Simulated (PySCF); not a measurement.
**NSF3 (thiazyl trifluoride): levels of theory compared**

We compute a comparison of 6 runs (HF/STO-3G, HF/3-21G, B3LYP/6-31G*, B2PLYP/def2-SVPD, wB97M-V/def2-SVPD, SCS-MP2/def2-SVPD) of NSF3 (thiazyl trifluoride). The job is set up through a Python script.

Program for the calculation: PySCF 2.14.0.

3 further runs of the same task are left out: 2 that didn't finish, 1 set aside as unsound or not needed.

### 1 The molecule

NSF3 has 5 atoms, charge 0, and is taken as a singlet. SMILES: `N#S(F)(F)F`. Geometry: relaxed at PBE0-D4/def2-TZVP.

Bond lengths: N1–S2 1.409 Å, S2–F3 1.555 Å, S2–F4 1.555 Å, S2–F5 1.555 Å. Angles: N1–S2–F3 122.6°, N1–S2–F4 122.6°, N1–S2–F5 122.6°, F3–S2–F4 93.7°, F3–S2–F5 93.7°, F4–S2–F5 93.7°.

### 2 A single-point energy at HF/STO-3G (run 1)

The input, geometry.xyz:

```xyz
5
F3NS
N     -0.349630    -0.004150     1.591380
S     -0.047340    -0.000560     0.215490
F      1.023370    -0.939300    -0.408980
F     -1.108620    -0.317610    -0.875740
F      0.482210     1.261610    -0.522150
```

The input, input.py:

```python
from pyscf import gto

system = gto.M(
    atom='geometry.xyz',
    basis='sto-3g',
    verbose=4,
    max_memory=1860,
    charge=0,
)

mf = system.RHF()
mf.conv_tol = 1e-10
mf.kernel()
if not mf.converged:
    mf = mf.newton().run(mf.mo_coeff, mf.mo_occ)

e_final = mf.e_tot
print('Final energy', e_final)
```

The run is started by

```sh
OMP_NUM_THREADS=1 python input.py
```

The log of the run:

```text
PySCF version 2.14.0

[... 59 lines left out ...]
converged SCF energy = -740.510346404559
Final energy -740.5103464045587
```

It took 1.2 s on 1 thread of Intel Xeon Platinum 8175M at 2.50GHz (Skylake/Cascade Lake), shared host; peak memory 0.12 GiB.

### 3 The energy at HF/3-21G (run 2)

The input, calc.py:

```python
from pyscf import gto

mol = gto.M(
    atom='''
N     -0.660705    -0.007842     3.007272
S     -0.089460    -0.001058     0.407217
F      1.933889    -1.775020    -0.772860
F     -2.094988    -0.600196    -1.654909
F      0.911245     2.384097    -0.986720
''',
    basis='3-21g',
    charge=0,
    verbose=3,
    unit='bohr',
    max_memory=1860,
)

mf = mol.RHF()
mf.conv_tol = 1e-10
mf.kernel()
if not mf.converged:
    mf = mf.newton().run(mf.mo_coeff, mf.mo_occ)

energy = mf.e_tot
print(f'total energy: {energy:.8f} hartree')
```

The run is started by

```sh
OMP_NUM_THREADS=1 python calc.py
```

The log of the run:

```text
converged SCF energy = -746.045840932663
total energy: -746.04584093 hartree
```

Wall time 1.2 s (1 thread of Intel Xeon Platinum 8175M at 2.50GHz (Skylake/Cascade Lake), shared host); peak memory 0.12 GiB.

Runs 3 to 4 aren't shown in full; the table further down has their settings and results.

### 4 The energy at wB97M-V/def2-SVPD (run 5)

The input, job.py:

```python
from pyscf import gto, dft

mol = gto.M(
    atom='''
N     -0.660705    -0.007842     3.007272
S     -0.089460    -0.001058     0.407217
F      1.933889    -1.775020    -0.772860
F     -2.094988    -0.600196    -1.654909
F      0.911245     2.384097    -0.986720
''',
    unit='bohr',
    spin=0,
    max_memory=1860,
    verbose=3,
    basis='def2-svpd',
)

mf = dft.RKS(mol)
mf.xc = 'wb97m-v'
mf.conv_tol = 1e-10
mf.grids.level = 5
mf.nlcgrids.level = 1
mf.kernel()
if not mf.converged:
    mf = mf.newton().run(mf.mo_coeff, mf.mo_occ)

e_tot = mf.e_tot
print('Final energy', e_tot)
```

The run is started by

```sh
OMP_NUM_THREADS=1 python job.py
```

The log of the run:

```text
converged SCF energy = -751.83875094577
Final energy -751.8387509457696
```

Wall time 2.3 min (1 thread of Intel Xeon Platinum 8175M at 2.50GHz (Skylake/Cascade Lake), shared host); peak memory 0.7 GiB.

### 5 The energy at SCS-MP2/def2-SVPD (run 6)

The input, input.py:

```python
from pyscf import gto, mp

system = gto.Mole()
system.atom = [
    ('N', (-0.349630, -0.004150, 1.591380)),
    ('S', (-0.047340, -0.000560, 0.215490)),
    ('F', (1.023370, -0.939300, -0.408980)),
    ('F', (-1.108620, -0.317610, -0.875740)),
    ('F', (0.482210, 1.261610, -0.522150)),
]
system.spin = 0
system.max_memory = 1860
system.basis = 'def2-svpd'
system.charge = 0
system.verbose = 4
system.build()

mf = system.RHF()
mf.conv_tol = 1e-10
mf.kernel()
if not mf.converged:
    mf = mf.newton().run(mf.mo_coeff, mf.mo_occ)

pt = mp.MP2(mf, frozen=9).run()
energy = mf.e_tot + 1.2 * pt.e_corr_os + pt.e_corr_ss / 3
print('E = %.10f Eh' % energy)
```

The run is started by

```sh
OMP_NUM_THREADS=1 python input.py
```

The log of the run:

```text
PySCF version 2.14.0

[... 61 lines left out ...]
converged SCF energy = -749.704492952489
[... 1 line left out ...]
******** <class 'pyscf.mp.mp2.RMP2'> ********
nocc = 16, nmo = 107
frozen orbitals 9
E(RMP2) = -750.632675787027  E_corr = -0.928182834537354
E(SCS-RMP2) = -750.591937737408  E_corr = -0.887444784918607
E_corr(same-spin) = -0.261201480607173
E_corr(oppo-spin) = -0.66698135393018
E = -750.5919377374 Eh
```

Run time: 7.2 s. Hardware: 1 thread of Intel Xeon Platinum 8175M at 2.50GHz (Skylake/Cascade Lake), shared host; peak memory 0.38 GiB.

### 6 The series

```
run                               level  integration grid  frozen core orbitals  energy (Eh)  dipole moment (D) of the reference  HOMO energy (eV)  LUMO energy (eV)  wall time
  1                           HF/STO-3G                 –                     –  -740.510346                                2.37             -7.70              9.31      1.2 s
  2                            HF/3-21G                 –                     –  -746.045841                                1.50            -12.88              3.23      1.2 s
  3  B3LYP/6-31G* (spherical functions)                 5                     –  -752.293126                                2.05             -9.11             -1.15       20 s
  4                    B2PLYP/def2-SVPD                 5                     9  -751.547418                                1.99            -11.16             -0.16       27 s
  5                   wB97M-V/def2-SVPD                 5                     –  -751.838751                                1.99            -12.20              0.24    2.3 min
  6                   SCS-MP2/def2-SVPD                 –                     9  -750.591938                                2.16            -13.29              1.65      7.2 s
```

### 7 Outcome

```
                                          quantity          value
                               run 6: total energy  -750.59194 Eh
       run 6: dipole moment (Hartree–Fock density)         2.16 D
        run 6: HOMO energy (Hartree–Fock orbitals)      -13.29 eV
        run 6: LUMO energy (Hartree–Fock orbitals)        1.65 eV
      run 6: HOMO–LUMO gap (Hartree–Fock orbitals)       14.94 eV
run 6: correlation energy (9 core orbitals frozen)     -887.4 mEh
```

**Reading.** Over runs 1, 2, 3, 4, 5 the dipole moment (its size) runs from 1.50 D (HF/3-21G) to 2.37 D (HF/STO-3G). Over runs 1, 2, 3, 4, 5 the HOMO–LUMO gap runs from 7.96 eV (B3LYP/6-31G*) to 17.01 eV (HF/STO-3G). The two ends differ in method and basis. Totals of different functionals can't be ranked against each other. In run 1 the basis is minimal, so the values are rough. All runs together took 3.2 min, the longest 2.3 min.
